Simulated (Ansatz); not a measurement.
Relaxation of H6N3P (10 atoms, charge 0, multiplicity 1), to a largest force component of 0.015 eV/Å in at most 40 steps.

The calculation used Ansatz, RKS BHLYP-D4/STO-3G.

```xyz
10
Properties=species:S:1:pos:R:3
N -0.913 -0.081 -1.102
P 0.569 -0.240 -0.497
N 0.223 -1.323 0.721
N 0.864 1.167 0.388
H -1.035 0.767 -1.739
H -1.642 0.095 -0.369
H 1.131 -1.484 1.280
H 0.049 -2.213 0.330
H 0.078 1.265 1.149
H 0.758 1.996 -0.157
```

**Question.** Where does it end, and by what steps?

**Answer.** The run converged. Limits of this set-up: minimal basis. After 7 steps the energy has fallen by 1.253 eV; H10 moved furthest, 0.27 Å.

```tsv
step	energy less start (eV)	largest force component (eV/Å)	accepted
0	0.0000	7.370	yes
1	-1.0973	2.482	yes
2	-1.2376	0.374	yes
3	-1.2485	0.139	yes
4	-1.2518	0.087	yes
5	-1.2530	0.023	yes
6	-1.2532	0.030	yes
7	-1.2532	0.011	yes
```

```xyz
10
Properties=species:S:1:pos:R:3
N -1.028 -0.111 -1.110
P 0.649 -0.197 -0.592
N 0.259 -1.312 0.740
N 0.840 1.164 0.505
H -1.155 0.595 -1.861
H -1.659 0.174 -0.334
H 1.145 -1.479 1.266
H 0.052 -2.241 0.310
H -0.004 1.306 1.095
H 0.984 2.050 -0.016
```

The run took 15 s on 1 thread of Arm Neoverse V1, on a shared host, peak memory 0.1 GiB.
